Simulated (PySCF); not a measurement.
PySCF input (CCSD(T)/cc-pVDZ):

```python
from pyscf import gto, scf, mp, cc as ccmod

mol = gto.M(
    atom='''
    C    -0.00530785   -0.03292262   -1.25255471
    Si    0.00176161   -0.01626018    0.52594046
    H    -0.90647034    0.32687280   -1.75455355
    H     0.90272032    0.29878124   -1.76148183
    H     0.02469593    1.23745090    1.43148183
    H    -1.20807042   -0.70031235    1.12295762
    H     1.19430902   -0.73761443    1.11375772
    ''',
    basis='cc-pvdz',
    charge=-1,
    spin=0,
    verbose=4,
)

mf = scf.RHF(mol)
mf.conv_tol = 1e-10
mf.max_cycle = 100
mf.kernel()
mp2 = mp.MP2(mf, frozen=6).run()
cc = ccmod.CCSD(mf, frozen=6)
cc.max_cycle = 100
cc.kernel()
et = cc.ccsd_t()
print(f'E(CCSD(T)) = {cc.e_tot + et:.9f}')
```

Output:

```
PySCF version 2.14.0

[INPUT] verbose = 4
[INPUT] num. atoms = 7
[INPUT] num. electrons = 26
[INPUT] charge = -1
[INPUT] spin (= nelec alpha-beta = 2S) = 0
[INPUT] symmetry False subgroup None
[INPUT] Mole.unit = angstrom
[INPUT] Symbol           X                Y                Z      unit          X                Y                Z       unit  Magmom
[INPUT]  1 C     -0.005307850000  -0.032922620000  -1.252554710000 AA   -0.010030382810  -0.062214735103  -2.366985357934 Bohr   0.0
[INPUT]  2 Si     0.001761610000  -0.016260180000   0.525940460000 AA    0.003328960438  -0.030727286936   0.993883427228 Bohr   0.0
[INPUT]  3 H     -0.906470340000   0.326872800000  -1.754553550000 AA   -1.712980682641   0.617700069570  -3.315625680383 Bohr   0.0
[INPUT]  4 H      0.902720320000   0.298781240000  -1.761481830000 AA    1.705894171880   0.564614714758  -3.328718232098 Bohr   0.0
[INPUT]  5 H      0.024695930000   1.237450900000   1.431481830000 AA    0.046668544091   2.338443293597   2.705108610991 Bohr   0.0
[INPUT]  6 H     -1.208070420000  -0.700312350000   1.122957620000 AA   -2.282922232988  -1.323398543151   2.122082351293 Bohr   0.0
[INPUT]  7 H      1.194309020000  -0.737614430000   1.113757720000 AA    2.256916955898  -1.393889258227   2.104697059920 Bohr   0.0

nuclear repulsion = 56.6573928247674
number of shells = 25
number of NR pGTOs = 102
number of NR cGTOs = 57
basis = cc-pvdz
ecp = {}

******** <class 'pyscf.scf.hf.RHF'> ********
method = RHF
initial guess = minao
damping factor = 0
level_shift factor = 0
DIIS = <class 'pyscf.scf.diis.CDIIS'>
diis_start_cycle = 1
diis_space = 8
diis_damp = 0
SCF conv_tol = 1e-10
SCF conv_tol_grad = None
SCF max_cycles = 100
direct_scf = True
direct_scf_tol = 1e-13
Set gradient conv threshold to 1e-05
Initial guess from minao.
init E= -329.418770259705
  HOMO = -0.166752497394475  LUMO = 0.109371626481858  gap/eV = 7.51372
cycle= 1 E= -329.58664399121  delta_E= -0.168  |g|= 0.34  |ddm|=    2
  HOMO = 0.0162555398072395  LUMO = 0.380092780458742  gap/eV = 9.90052
cycle= 2 E= -329.61967562466  delta_E= -0.033  |g|= 0.166  |ddm|= 0.64
  HOMO = -0.0502508437975857  LUMO = 0.36926741030571  gap/eV = 11.41567
cycle= 3 E= -329.628145345835  delta_E= -0.00847  |g|= 0.0331  |ddm|= 0.201
  HOMO = -0.0478162669831836  LUMO = 0.370418855598307  gap/eV = 11.38076
cycle= 4 E= -329.628721494677  delta_E= -0.000576  |g|= 0.00427  |ddm|= 0.0779
  HOMO = -0.0467341513673478  LUMO = 0.370894433120523  gap/eV = 11.36425
cycle= 5 E= -329.628737883862  delta_E= -1.64e-05  |g|= 0.00151  |ddm|= 0.0159
  HOMO = -0.0467053597713032  LUMO = 0.370786597691277  gap/eV = 11.36053
cycle= 6 E= -329.628740877688  delta_E= -2.99e-06  |g|= 0.000541  |ddm|= 0.00873
  HOMO = -0.0467071630225266  LUMO = 0.370789276578547  gap/eV = 11.36066
cycle= 7 E= -329.628741342922  delta_E= -4.65e-07  |g|= 0.00013  |ddm|= 0.00439
  HOMO = -0.0467086516629101  LUMO = 0.370771512201665  gap/eV = 11.36021
cycle= 8 E= -329.628741370078  delta_E= -2.72e-08  |g|= 3.45e-05  |ddm|= 0.00105
  HOMO = -0.0467053186038684  LUMO = 0.370773598362223  gap/eV = 11.36018
cycle= 9 E= -329.628741371678  delta_E= -1.6e-09  |g|= 1.07e-05  |ddm|= 0.000215
  HOMO = -0.0467068337418315  LUMO = 0.370773405919326  gap/eV = 11.36022
cycle= 10 E= -329.628741371834  delta_E= -1.56e-10  |g|= 2.94e-06  |ddm|= 6.41e-05
  HOMO = -0.0467071984017533  LUMO = 0.370773324529401  gap/eV = 11.36022
cycle= 11 E= -329.628741371845  delta_E= -1.14e-11  |g|= 4.62e-07  |ddm|= 1.85e-05
  HOMO = -0.0467073415652162  LUMO = 0.370773297016929  gap/eV = 11.36023
Extra cycle  E= -329.628741371847  delta_E= -1.93e-12  |g|= 2.27e-07  |ddm|= 1.07e-06
converged SCF energy = -329.628741371847

******** <class 'pyscf.mp.mp2.RMP2'> ********
nocc = 7, nmo = 51
frozen orbitals 6
E(RMP2) = -329.895148470998  E_corr = -0.26640709915092
E(SCS-RMP2) = -329.903442327742  E_corr = -0.27470095589462
E_corr(same-spin) = -0.0519087266382505
E_corr(oppo-spin) = -0.21449837251267

******** <class 'pyscf.cc.ccsd.CCSD'> ********
CC2 = 0
CCSD nocc = 7, nmo = 51
frozen orbitals 6
max_cycle = 100
direct = 0
conv_tol = 1e-07
conv_tol_normt = 1e-05
diis_space = 6
diis_start_cycle = 0
diis_start_energy_diff = 1e+09
Init t2, MP2 energy = -329.895148474651  E_corr(MP2) -0.266407102803694
Init E_corr(CCSD) = -0.266407102803719
cycle = 1  E_corr(CCSD) = -0.293475138799652  dE = -0.027068036  norm(t1,t2) = 0.0485225
cycle = 2  E_corr(CCSD) = -0.30171959384792  dE = -0.00824445505  norm(t1,t2) = 0.0161576
cycle = 3  E_corr(CCSD) = -0.304725298196689  dE = -0.00300570435  norm(t1,t2) = 0.00721229
cycle = 4  E_corr(CCSD) = -0.305196567113637  dE = -0.000471268917  norm(t1,t2) = 0.00211299
cycle = 5  E_corr(CCSD) = -0.305066243290241  dE = 0.000130323823  norm(t1,t2) = 0.00097721
cycle = 6  E_corr(CCSD) = -0.305050854504681  dE = 1.53887856e-05  norm(t1,t2) = 0.000262007
cycle = 7  E_corr(CCSD) = -0.305060733787292  dE = -9.87928261e-06  norm(t1,t2) = 0.000107773
cycle = 8  E_corr(CCSD) = -0.305060304125112  dE = 4.2966218e-07  norm(t1,t2) = 3.87808e-05
cycle = 9  E_corr(CCSD) = -0.305059612955967  dE = 6.91169145e-07  norm(t1,t2) = 1.70924e-05
cycle = 10  E_corr(CCSD) = -0.305059223405747  dE = 3.8955022e-07  norm(t1,t2) = 6.51329e-06
cycle = 11  E_corr(CCSD) = -0.305059021126173  dE = 2.02279574e-07  norm(t1,t2) = 2.51045e-06
cycle = 12  E_corr(CCSD) = -0.305059035013786  dE = -1.38876128e-08  norm(t1,t2) = 8.18511e-07
CCSD converged
E(CCSD) = -329.9338004068608  E_corr = -0.3050590350137856
CCSD(T) correction = -0.00839031861063235
E(CCSD(T)) = -329.942190725
```

It need not be the lowest isomer of its formula. Whether it binds its extra electron was not tested at this geometry.
